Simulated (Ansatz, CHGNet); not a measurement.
Elastic constant C12 (GPa) of solids drawn from the class of elemental solids other than molecular ones, at two levels: the machine-learned potential CHGNet-r²SCAN (trained on r²SCAN data), and PBE in Ansatz (plane waves, PAW).

```csv
solid,CHGNet-r²SCAN,PBE,shift (%)
fcc Ca,16.2,14.9,-8.0
diamond-structure Si,71.2,56.7,-20
hcp Y,19.5,25.0,+28
fcc Cu,145,123,-15.2
hcp Ti,126,82.7,-34
fcc Ir,366,229,-37
fcc Ag,103,81.0,-21
bcc Li,7.40,13.1,+77
bcc K,5.85,3.42,-42
hcp Be,66.8,21.2,-68
```

The shifts run from -68 % to +77 %, with a median of -21 %.

Over all 10 rows PBE is the larger in 2.

Ansatz's runs of these crystals have no spin polarisation.

Spin–orbit coupling is left out, also for the solids with elements from indium on (fcc Ir); its size isn't shown.

Each level is taken at its own relaxed cell. Ansatz's density-functional and Hartree–Fock values are scalar-relativistic unless marked +SOC, with PAW data made under PBE.

Ansatz is a program for electronic structure.
